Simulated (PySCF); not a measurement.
# H2O: PBE0 against B3LYP

Base calculation in PySCF with density fitting and no spin–orbit coupling, PBE0/def2-TZVP (no relativity): singlet, C2v, O–H 0.960 Å (×2); H–O–H 105.1°; wavenumbers 1624, 3854, 3961 cm⁻¹; dipole moment 2.07 D, gap between the highest occupied and lowest empty levels 9.75 eV, polar-tensor charge of O -0.54 e, atomisation energy (no zero-point energy) 936 kJ/mol.

Q: What changes on going to B3LYP/def2-TZVP (no relativity)?

A: The point group stays the same. Changes: mean bond to O +0.003 Å, smallest bond angle +0.1 degrees, highest wavenumber -69 cm⁻¹, lowest wavenumber -7 cm⁻¹, dipole moment -0.01 D, gap between the highest occupied and lowest empty levels -0.77 eV, polar-tensor charge of O +0.01 e, atomisation energy (no zero-point energy) +15 kJ/mol. The new structure has O–H 0.963 Å (×2); H–O–H 105.2°, with wavenumbers 1617, 3787, 3892 cm⁻¹.

Each species is the lowest minimum found with this bonding; other isomers or fragments can lie lower.
